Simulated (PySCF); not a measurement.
Gas-phase reaction: 4 NH₃ + SiH₂ → Si(NH₂)₄ + 3 H₂

Method: PySCF energies plus ideal-gas RRHO corrections (1 bar). † marks an energy on the PBE0/def2-TZVP geometry and frequencies; other levels use their own. MP2 freezes the core. All species are closed-shell singlets. B3LYP is the form with VWN-RPA correlation. Si(NH₂)₄: computed as isolated molecules; such fragments, hydroxides, amides, oligomers or adducts are transient or little studied in the gas. MP2 isn't extrapolated to the basis-set limit.

MP2/def2-TZVPP† gives ΔH°(298 K) = -485 kJ.

What do PBE/def2-SVP, B3LYP/def2-TZVP†, PBE0/def2-SVP† give?

PBE/def2-SVP: -418 kJ; B3LYP/def2-TZVP†: -426 kJ; PBE0/def2-SVP†: -424 kJ. For scale, ΔH°(298 K) is -485 kJ at this level, -464 kJ at ωB97M-V/def2-TZVP†, and runs from -501 to -350 kJ over the 18 levels computed.
